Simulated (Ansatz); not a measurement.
# HO₂ radical: up Jacob's ladder to CCSD(T)

An exercise on one series of results from a longer session: the logs are not shown, and one member is left open.

Program: Ansatz 0.2.0, Gaussian basis. Level of theory: functionals in def2-TZVPP, the program's frozen cores in correlated methods. These are calculated values, not measurements.

The runs, in order: LDA (SPW92), PBE-D4, revPBE-D4, BLYP-D4, r2SCAN-D4, B97M-V, PBE0-D4, B3LYP-D4, r2SCANh-D4, r2SCAN0-D4, HSE06-D4, BHLYP-D4, CAM-B3LYP-D4, LC-ωPBE, ωB97X-V, ωB97M-V, B2PLYP, PBE-QIDH; CCSD(T)/def2-SVP; CCSD(T)/def2-TZVPP; CCSD(T)/def2-QZVPP; extrapolation to the limit; RPA on PBE.

**The geometry**

All runs share one geometry, relaxed beforehand with PBE0-D4 in a triple-zeta def2 set.

3 atoms, charge 0, spin multiplicity 2.

Atoms are counted from 1 here; the program's logs count them from 0.

Bond lengths: O1–O2 1.309 Å, O2–H3 0.975 Å. Angles: O1–O2–H3 105.8°.

The first run:

Contents of in.yaml:

```yaml
crystal:
  periodic: [false, false, false]
  atoms:
    - {symbol: O, position_ang: [-0.353780, 0.942536, -0.087866]}
    - {symbol: O, position_ang: [-0.245094, -0.358907, -0.172684]}
    - {symbol: H, position_ang: [0.598874, -0.583629, 0.260550]}
basis:
  gaussian: {orbitals: def2-TZVPP}
magnetization: {spin_polarized: true, initial_magnetization: 1}
hamiltonian: {xc: lda}
output: {orbitals: {seedname: orbitals}}
```

On the command line:

```bash
$ ansatz run in.yaml --threads 2 --pin off --events-out ev --progress --plain --max-ram 32768MiB --backend cpu
```

Among the steps run: LDA; PBE-D4 (GGA); revPBE-D4 (GGA); BLYP-D4 (GGA); r2SCAN-D4 (meta-GGA); B97M-V (meta-GGA); PBE0-D4 (hybrid); B3LYP-D4 (hybrid); r2SCANh-D4 (hybrid); r2SCAN0-D4 (hybrid); HSE06-D4 (hybrid); BHLYP-D4 (hybrid); CAM-B3LYP-D4 (range-separated); LC-ωPBE (range-separated); ωB97X-V (range-separated); ωB97M-V (range-separated); B2PLYP (double hybrid); PBE-QIDH (double hybrid).

One of the session's tables, all rows but one given; the rest of the session is left out.

It belongs to the step «Orbital energies across the functionals». 

```
  functional  HOMO (eV)  LUMO (eV)  gap (eV)
 LDA (SPW92)      -6.12      -5.05      1.07
      PBE-D4      -6.06      -4.55      1.51
   revPBE-D4      -6.00      -4.42      1.58
     BLYP-D4      -6.05      -4.53      1.52
   r2SCAN-D4      -6.48      -4.03      2.45
      B97M-V      -6.69      -4.04      2.65
     PBE0-D4          ?          ?         ?
    B3LYP-D4      -7.79      -3.44      4.35
  r2SCANh-D4      -7.22      -3.41      3.81
  r2SCAN0-D4      -8.35      -2.49      5.86
    HSE06-D4      -7.63      -3.32      4.31
    BHLYP-D4     -10.05      -1.27      8.78
CAM-B3LYP-D4      -9.66      -1.74      7.92
     LC-ωPBE     -11.02      -0.30     10.71
     ωB97X-V     -10.63      -0.49     10.14
     ωB97M-V     -10.56      -0.57      9.99
```

**Question.** Estimate the row for PBE0-D4.

As computed: HOMO (eV): -8.05; LUMO (eV): -2.92; gap (eV): 5.13. In the column «HOMO (eV)» it lies between r2SCAN0-D4 (-8.35) and B3LYP-D4 (-7.79).
